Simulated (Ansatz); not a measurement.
Pulling the pair apart

The pair of H2S (SMILES S, atoms 1–3) and N2 (SMILES N#N, atoms 4–5), both closed shells, in one local arrangement (a lower one may exist), relaxed at PBE0-D4/def2-TZVP:

S1  (0.523, -0.290, -1.788)
H2  (0.104, 0.657, -0.934)
H3  (-0.714, -0.792, -1.923)
N4  (0.164, -0.102, 2.750)
N5  (-0.078, 0.527, 1.895)
(Å)

N2 is shifted rigidly along the line between the mean atom positions of the two fragments (negative: closer). Counterpoise interaction energies in kJ/mol. Ansatz 0.2.0; basis: def2-TZVPPD; cores frozen in the correlated methods.

| shift (Å) | PBE-D4 | HF | MP2 |
| --- | --- | --- | --- |
| -0.38 | -1.5 | 6.6 | -0.1 |
| -0.19 | -2.8 | 3.0 | -1.9 |
| 0.00 | -3.2 | 1.2 | -2.4 |
| 0.19 | -3.0 | 0.3 | -2.4 |
| 0.46 | -2.5 | -0.2 | -2.0 |
| 0.95 | -1.5 | -0.3 | -1.3 |
| 1.91 | -0.5 | -0.2 | -0.5 |
| 3.82 | 0.0 | -0.1 | -0.1 |

At the largest shift the D4 term itself is slightly repulsive (PBE-D4 +0.3 meV): a quirk of that model, not of the functional.

What does CCSD(T) give at these shifts? (To be estimated.)

The calculation gives: 0.8, -1.2, -1.9, -2.0, -1.8, -1.1, -0.4, -0.1 kJ/mol. For zero shift, CCSD(T) at an estimated basis limit (MP2 extrapolated from triple and quadruple zeta, plus CCSD(T) − MP2 in triple zeta) gives -2.3 kJ/mol. These are counterpoise interaction energies, counted from the two frozen fragments.

The T1 diagnostic stays at or below 0.012.

For scale, one of the runs: CCSD(T)/def2-TZVPPD, 159 basis functions, launched by `ansatz run in.yaml --threads 2 --pin off --events-out ev --progress --plain --max-ram 5222MiB`. Hardware: 2 CPU threads of an Arm Neoverse V1, shared host. Wall time 16 s; peak host memory 1.1 GiB.
